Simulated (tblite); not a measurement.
## SO2: calculation against experiment

**The experiment to reproduce.**

From CRC Handbook of Chemistry and Physics, for the gas at 298.15 K: standard entropy 248.2 J/(mol K).

The results are set against them at the end.

Species: SO2.
Numbering: `[O:1]=[S:2]=[O:3]`

Cartesian coordinates in Å at the GFN2-xTB level; atoms count from 1:
```xyz
3
SO2 angstrom
O     -1.2036    0.3006   -0.0030
S     -0.0167   -0.5045   -0.0103
O      1.2317    0.2013    0.0007
```

GFN2-xTB wavenumbers (cm⁻¹, harmonic, unscaled, at the method's own geometry): 496, 1166, 1262. Point group C2v, symmetry number 2. Entropy at 298.15 K and 1 bar in J/(mol K): translation 160.7, rotation 84.8, vibration 3.1.

**Comparison with experiment**

**Standard entropy at 298.15 K.** Measured: 248.2 J/(mol K) (298.15 K; CRC Handbook of Chemistry and Physics).

| level | computed (J/(mol K)) | computed − measured (J/(mol K)) | % (from the printed values) |
| --- | --- | --- | --- |
| GFN2-xTB, rigid rotor and harmonic oscillator | 248.6 | +0.4 | 0 |

Ideal gas at 1 bar, most abundant isotopes; table values of this kind come from calorimetry or from spectroscopic constants.

No measured geometry was used, and the causes of the misses weren't examined.
